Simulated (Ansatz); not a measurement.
Worked example: correlation energy of O–C–PH, singlet

Geometry: displaced at random from a stationary point.

```
atom    x (Å)    y (Å)    z (Å)
   O  -0.0232   0.0002   1.7645
   C  -0.0241  -0.0011   0.6048
   P   0.0239  -0.0426  -1.1108
   H  -0.0789   1.3188  -1.0800
```

Basis cc-pVDZ; Ansatz 0.2.0. Correlated methods freeze the noble-gas cores, which leaves 16 electrons in 44 orbitals. Prefix R: restricted or restricted open-shell reference.

Full CI isn't at hand for all of this; RCCSDT(Q) serves as the reference, and is uncertain by the last step of the cluster series or more.

RCCSD has a T1 diagnostic of 0.021 and a largest doubles amplitude of 0.10.

Runs differ by some tens of microhartree through their thresholds, so steps under 0.03 kcal/mol mean nothing.

```
    level  total energy (hartree)
      RHF             -454.026654
     RMP2             -454.451137
    RCCSD             -454.466313
 RCCSD(T)             -454.485911
   RCCSDT             -454.486808
RCCSDT(Q)             -454.488847
```

**Question.** What is the correlation energy at RCCSDT(Q), and what share of it do RMP2 and RCCSD(T) recover?

**Answer.** E(corr) = -454.488847 − (-454.026654) = -0.462193 hartree = -12.577 eV. RMP2: -0.424483 / -0.462193 = 91.84 %. RCCSD(T): -0.459257 / -0.462193 = 99.36 %.

**Question.** By how many kcal/mol does RCCSD(T) miss RCCSDT(Q) (1 hartree = 627.509 kcal/mol), and which steps make up the rest?

**Answer.** -454.485911 − (-454.488847) = 0.002936 hartree = 1.84 kcal/mol. Steps: RCCSDT − RCCSD(T) = -0.56, RCCSDT(Q) − RCCSDT = -1.28 kcal/mol. Differences between like states or geometries often cancel part of this.
